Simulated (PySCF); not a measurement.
A made-up structure of CH$_{4}$SSi, closed shell:

Si1  (1.357, -0.923, 1.701)
C2  (0.957, -0.468, 0.208)
S3  (-0.684, 0.333, -0.240)
H4  (-1.308, -0.445, -1.165)
H5  (-0.436, 1.544, -0.805)
H6  (-1.448, 0.465, 0.878)
H7  (1.679, -0.633, -0.599)
(Å)

It is relaxed with PBE-D4/def2-SVP and then PBE0-D4/def2-TZVP (PySCF 2.14 with density fitting (its default auxiliary sets; JK sets also for MP2 and CCSD(T))). Atoms count as bonded within 1.22 times the sum of their covalent radii (H–H: 0.88 Å). The end point is not checked to be a true minimum.

Question: Does its bonding change? (Judge from chemistry; the calculation decides.)

Answer: The calculation gives: Yes. Formed: Si1–H6; broken: S3–H6.

Where it ends: The first stage lowers the energy by 5.73 eV in 24 steps. It ends as CH₄SSi ([SiH][CH][SH2]):
Si1  (0.727, -0.706, 1.871)
C2  (0.674, -0.347, 0.113)
S3  (-0.686, 0.416, -0.535)
H4  (-1.095, -0.256, -1.657)
H5  (-0.289, 1.458, -1.331)
H6  (-0.660, -0.106, 2.148)
H7  (1.459, -0.581, -0.599)
(Å)

Labels in which every atom is bracketed show which atoms are joined, not bond orders.

For scale, one of the runs: PBE0-D4/def2-TZVP relaxation, 129 basis functions, launched by `OMP_NUM_THREADS=2 python run.py`. Time: 67 s of wall clock on 2 CPU threads of an Arm Neoverse V2; the host was shared. Peak host memory: 1.2 GiB.
